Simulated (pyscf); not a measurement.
PySCF, gas phase, ωB97X-D3(BJ)/def2-SVP geometries.

Task: Estimate by transition-state theory the rate constant of H₂Se (SMILES [SeH2]) + Cl–Sn(Cl)(Cl)–Cl (SMILES [Cl][Sn]([Cl])([Cl])[Cl]) → Cl–Sn(Cl)(Cl)–SeH (SMILES [Cl][Sn]([Cl])([Cl])[SeH]) + HCl (SMILES Cl) (singlet surface; H–Se, Cl–Sn broken, Se–Sn, Cl–H formed) at 900 K, with ωB97M-D3(BJ)/def2-TZVP energies (ideal gas, 1 atm, RRHO with modes under 100 cm⁻¹ raised to 100, one conformer, R ln 2 for chiral ones without a mode under 150 cm⁻¹; no tunnelling).

Result: The electronic barrier is 20.3 kcal/mol and the thermal terms add +30.4, so ΔG‡ = 50.8 kcal/mol. With k_BT/h = 1.88e+13 s⁻¹ and RT = 1.788 kcal/mol, and a volume of 1.23e-19 cm³ per molecule at 1 atm, k = 1.1e-18 cm³ molecule⁻¹ s⁻¹. Wigner's tunnelling factor for 778i cm⁻¹ would be 1.06. A shift of 1 kcal/mol in the barrier changes k by a factor 1.7. On the reactant side the descent ends in an adduct with a Se–Sn contact, 7.0 kcal/mol under the separated species and 20.5 kcal/mol under the saddle at ωB97X-D3(BJ)/def2-TZVP. What is counted as formed (Se–Sn) is already present as a longer contact in the reactant adduct; forming that adduct is a step of its own. At ωB97X-D3(BJ)/def2-TZVP the barrier from the zero used here is 13.4 kcal/mol. This is the saddle that the search found; another between the same sides may lie lower. Elements up to Kr have no core potential and no relativistic terms here. Elements past Kr carry the def2 core potentials, without spin-orbit coupling.
